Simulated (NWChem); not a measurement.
Species: CH2 cation, doublet

```xyz
3

C      0.0000     0.0000    -0.0914
H      1.0358     0.0000     0.2742
H     -1.0358     0.0000     0.2742
```
Atoms are numbered in this order, from 1.

Computed with NWChem. Spin-unrestricted. Medium grid unless said otherwise, to which SCAN and Minnesota functionals are sensitive. The geometry was optimised at PBE0-D3(BJ)/def2-TZVP, spin-unrestricted. No stability test was run on the SCF state. Total energies of different functionals are on different scales.

```tsv
level	energy (Ha)	highest occupied level (eV)	lowest empty minus highest occupied level, either spin (eV)	<S²>
B3LYP/def2-TZVP	-38.7864	-18.08	4.09	0.752
PBE/def2-TZVP	-38.7177	-16.73	1.39	0.752
B97-2/def2-TZVP	-38.7694	-17.98	4.25	0.752
RPBE/def2-TZVP	-38.7878	-16.74	1.54	0.752
LC-wPBE (HJS exchange hole, range parameter 0.4 per bohr)/def2-TZVP	-38.7463	-21.54	10.55	0.753
BP86/def2-TZVP	-38.7739	-16.78	1.44	0.752
M05-2X/def2-TZVP	-38.7736	-19.87	7.83	0.752
N12/def2-TZVP	-38.7803	-16.65	1.85	0.753
```
